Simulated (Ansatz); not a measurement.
# Nickel, fcc: convergence with Fermi-Dirac smearing

Computed with Ansatz, PBE, scalar-relativistic PAW, on the relaxed cell (a = 3.519 Å; ferromagnetic, net 0.63 μB per atom). Errors count from a run at 420 eV on a Γ-centred 25×25×25 mesh with Fermi-Dirac smearing of 0.05 eV, extrapolated to zero width. Fixed here: cutoff 420 eV, mesh 15×15×15.

```json
{"width (eV)": "0.01", "E(σ→0) error (meV/atom)": "-1.5", "F error (meV/atom)": "-1.8", "P (GPa)": "-0.04", "sphere moment (μB)": "0.71", "SCF iterations": "16"}
{"width (eV)": "0.03", "E(σ→0) error (meV/atom)": "-1.5", "F error (meV/atom)": "-4.0", "P (GPa)": "-0.04", "sphere moment (μB)": "0.70", "SCF iterations": "13"}
{"width (eV)": "0.1", "E(σ→0) error (meV/atom)": "-2.1", "F error (meV/atom)": "-28.2", "P (GPa)": "0.26", "sphere moment (μB)": "0.68", "SCF iterations": "13"}
{"width (eV)": "0.2", "E(σ→0) error (meV/atom)": "0.2", "F error (meV/atom)": "-107.0", "P (GPa)": "1.00", "sphere moment (μB)": "0.53", "SCF iterations": "13"}
{"width (eV)": "0.3", "E(σ→0) error (meV/atom)": "-5.5", "F error (meV/atom)": "-243.3", "P (GPa)": "2.03", "sphere moment (μB)": "0.00", "SCF iterations": "19"}
{"width (eV)": "0.6", "E(σ→0) error (meV/atom)": "-124.6", "F error (meV/atom)": "-845.5", "P (GPa)": "8.90", "sphere moment (μB)": "0.00", "SCF iterations": "16"}
{"width (eV)": "1.0", "E(σ→0) error (meV/atom)": "-352.5", "F error (meV/atom)": "-1987.8", "P (GPa)": "20.81", "sphere moment (μB)": "0.00", "SCF iterations": "17"}
```
